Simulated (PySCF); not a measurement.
# AlH₃ + 2 Cl₂ → AlCl + 3 HCl

Level: PBE0 in the def2-TZVP basis family, all electrons, no relativity, computed in PySCF with density fitting; open shells unrestricted.

```
species              state and structure  ZPE (kJ/mol)  H(298 K) − H(0) (kJ/mol)  S° (J/(mol K))
   AlH₃  singlet, D3h, Al–H 1.586 Å (×3)          48.3                      10.6           207.5
    Cl₂      singlet, D∞h, Cl–Cl 1.982 Å           3.5                       9.1           222.5
   AlCl      singlet, C∞v, Al–Cl 2.146 Å           2.8                       9.3           227.9
    HCl       singlet, C∞v, H–Cl 1.279 Å          17.9                       8.7           186.6
```

Question: Is the gas-phase reaction uphill or downhill in electronic energy at this level, and by how much?

Answer: At PBE0/def2-TZVP, ΔE = -450.8 kJ/mol, downhill. 

Question: Add zero-point, thermal and entropy terms for 298.15 K and 1 bar.

Answer: ΔZPE = 1.2 and Δ[H(298) − H(0)] = 6.6 kJ/mol give ΔH° = -443.0 kJ/mol. ΔS° = 135.2 J/(mol K), so ΔG° = -443.0 − 298.15 × (0.1352) = -483 kJ/mol.

Each species is the lowest minimum found with this bonding; other isomers or fragments can lie lower.
